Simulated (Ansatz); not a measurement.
## How methods differ on BNH2Cl (SMILES N[B]Cl)

BNH2Cl: 5 atoms, total charge 0, spin state doublet. SMILES: `N[B]Cl`. The shape is that of a PBE0-D4/def2-TZVP optimisation. This is one conformer, not always the lowest.

```xyz
5

N    -0.3340    0.4121   -0.2567
B    -0.0984   -0.5446    0.7044
Cl    1.3432   -1.5262    0.7846
H    -1.1767    0.9599   -0.2731
H     0.3158    0.6251   -1.0006
```

Each level gives the energy change with the N1–H5 bond stretched from 1.010 to 1.263 Å (eV). The values are calculated.

```tsv
level	kind	program	value (eV)	less FCI/STO-3G	CPU time (all runs)
UHF/STO-3G	Hartree–Fock	Ansatz	1.13	+0.45	0.31 s
USVWN5/STO-3G	LDA	Ansatz	0.65	-0.03	2.3 s
UBLYP/STO-3G	GGA	Ansatz	0.56	-0.12	3.7 s
UB3LYP/STO-3G	global hybrid	Ansatz	0.72	+0.04	4.2 s
UCAM-B3LYP/STO-3G	range-separated hybrid	Ansatz	0.80	+0.12	4.8 s
UB2PLYP/STO-3G	double hybrid	Ansatz	0.79	+0.11	4.4 s
UMP2/STO-3G	perturbation theory	Ansatz	0.83	+0.15	0.31 s
UBCCD(T)/STO-3G	coupled cluster or CI	Ansatz	0.69	+0.01	0.81 s
UCCSDT/STO-3G	coupled cluster or CI	Ansatz	0.68	0.00	2.6 s
FCI/STO-3G	exact in the basis	Ansatz	0.68	0.00	2 min
```

FCI/STO-3G is exact within its basis and frozen core, so for wave-function methods in that basis the difference is their error; functionals converge differently with the basis, so for them it is only a difference. The first shape isn't each level's own minimum. The values span 0.56 to 1.13 eV. All rows use very small basis sets, so even the best lies far from the true value. Times are those of the runs behind each value, whatever else they computed, on shared processors of several kinds: orders of magnitude only.
